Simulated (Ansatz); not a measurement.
in.yaml

```yaml
crystal:
  periodic: [false, false, false]
  atoms:
    - {symbol: C, position_ang: [0.139933, -0.005882, 1.564023]}
    - {symbol: As, position_ang: [-0.024941, 0.002492, -0.220505]}
    - {symbol: H, position_ang: [0.051679, 1.173233, -1.132395]}
    - {symbol: H, position_ang: [0.134788, -1.288367, -1.114181]}
basis:
  gaussian: {orbitals: STO-3G}
magnetization: {spin_polarized: true, initial_magnetization: 1}
correlation: {method: bccd, electrons: outside_noble_gas, diis_vectors: 4}
output: {forces: true}
```

```sh
$ ansatz run in.yaml --threads 1 --pin off --events-out ev --progress --plain --max-ram 2393MiB
```

Log:

```
270 factors; integrals over basis functions are off by at most 1.8e-5 eV
mean field evaluation 1: about -61160.0883 eV, gradient 7.4e0 eV
mean field evaluation 2: about -61160.1096 eV, gradient 7.4e0 eV
mean field evaluation 4: about -61160.9298 eV, gradient 1.4e0 eV
mean field evaluation 8: about -61160.9987 eV, gradient 1.8e-2 eV
mean field evaluation 16: about -61160.7645 eV, gradient 3.7e0 eV
mean field evaluation 32: about -61160.9983 eV, gradient 1.3e-3 eV
mean field evaluation 64: about -61159.0962 eV, gradient 1.8e-3 eV
mean field evaluation 96: about -61157.5982 eV, gradient 1.6e-1 eV
mean field -61160.99827779 eV, -2247.6252302953 hartree, gradient 1.7e-6 eV, S^2 0.817677; 5 other end points of the search recorded, 0 dependent functions left out
determinant -61160.99827779 eV, -2247.6252302953 hartree, with singles and doubles -61163.72170277 eV, -2247.7253143172 hartree
determinant -61159.09618490 eV, -2247.5553296709 hartree, with singles and doubles -61161.48245605 eV, -2247.6430235182 hartree
determinant -61157.59892927 eV, -2247.5003065414 hartree, with singles and doubles -61160.41153954 eV, -2247.6036680621 hartree
15 core orbitals not correlated: weight in the atoms' cores, before any rotation towards them, 0.985 or more for the frozen orbitals, at most 0.012 for the correlated occupied ones
reference -61160.99827779 eV, -2247.6252302953 hartree; 6, 5 occupied and 4, 5 virtual orbitals, 270 factors
second order -1.83486413 eV of doubles, -0.00000000 eV of singles
cycle   1  -2.71109693 eV  change    1.2e-2 eV  update   1.9e-2
cycle   2  -2.70597198 eV  change    5.1e-3 eV  update   6.0e-3
...
cycle  15  -2.70540912 eV  change    2.3e-6 eV  update   9.1e-6
cycle  16  -2.70540777 eV  change    1.3e-6 eV  update   5.5e-6
cycle  17  -2.70540705 eV  change    7.3e-7 eV  update   3.8e-6
cycle  18  -2.70540491 eV  change    2.1e-6 eV  update   2.7e-6
cycle  19  -2.70540490 eV  change    1.6e-8 eV  update   1.9e-6
cycle  20  -2.70540421 eV  change    6.8e-7 eV  update   1.3e-6
cycle  21  -2.70540471 eV  change   -4.9e-7 eV  update   8.4e-7
cycle  22  -2.70540496 eV  change   -2.5e-7 eV  update   4.1e-7
cycle  23  -2.70540495 eV  change    1.3e-8 eV  update   2.3e-7
cycle  24  -2.70540503 eV  change   -8.4e-8 eV  update   1.6e-7
WARN: the results are in doubt because among natural orbitals full CI differs from the method by -0.096 eV
the calculation of the forces begins
Total energy: -61163.70368282 eV, -2247.7246520964 hartree
Atom 0 at     0.139933    -0.005882     1.564023 Å, force     0.152943     0.037802     1.039007 eV/Å
Atom 1 at    -0.024941     0.002492    -0.220505 Å, force    -0.111016    -1.385487    -1.897880 eV/Å
Atom 2 at     0.051679     1.173233    -1.132395 Å, force     0.077134    -0.255287    -0.006054 eV/Å
Atom 3 at     0.134788    -1.288367    -1.114181 Å, force    -0.119061     1.602972     0.864927 eV/Å
Dipole moment:     0.027586     0.014576    -0.553355 e Å
In doubt: among natural orbitals full CI differs from the method by -0.096 eV
```

Forces (eV/Å):
```
C    0.153  0.038  1.039
As  -0.111 -1.385 -1.898
H    0.077 -0.255 -0.006
H   -0.119  1.603  0.865
```

Ran on 1 thread of AMD EPYC, shared host: 4 s wall, 0.09 GiB peak host memory.
